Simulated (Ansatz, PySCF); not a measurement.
Species: C$_{2}$H$_{5}$O, charge 0, doublet. C2H5O (SMILES CO[CH2], doublet).
B3LYP-D3(BJ)/def2-TZVP minimum from Ansatz (a program for electronic structure):
```xyz
8

C     -0.0560     1.1737    -0.3437
O     -0.2494     0.1159     0.4755
C      0.1826    -1.1352    -0.0391
H      0.7035     1.1018    -1.1141
H     -0.3396     2.1210     0.0879
H      0.0061    -1.8765     0.7369
H     -0.3840    -1.3991    -0.9365
H      1.2500    -1.1055    -0.2808
```
Charge 0, spin multiplicity 2.

Atomisation energy term by term, kcal/mol (programs: Ansatz). Open shells are spin-unrestricted; no spin-orbit coupling. Correlated methods leave the cores frozen. Rows without X2C or -DK are non-relativistic. CBS(X,Y): correlation extrapolated as X^-3, Hartree-Fock from the larger set. A bracket is a step between two methods taken in the basis named. 'core' is core correlation in cc-pwCVTZ, 'X2C' scalar relativity in cc-pVTZ-DK, both at CCSD(T). For partners of very few electrons the exact lower level stands in for a higher one.

| term | basis | kcal/mol |
|---|---|---|
| Hartree-Fock | cc-pVQZ | 506.27 |
| CCSD correlation | CBS(cc-pVTZ,cc-pVQZ) | 176.82 |
| (T) | CBS(cc-pVTZ,cc-pVQZ) | 10.36 |
| CCSDT(Q) - CCSD(T) | cc-pVDZ | 0.57 |
| core correlation | cc-pwCVTZ | 2.42 |
| scalar relativity | X2C, cc-pVTZ-DK | -0.64 |
| minus zero-point energy | Hessian by PySCF at B3LYP-D3(BJ)/def2-TZVP | -41.11 |
| sum: D0 |  | 654.7 |
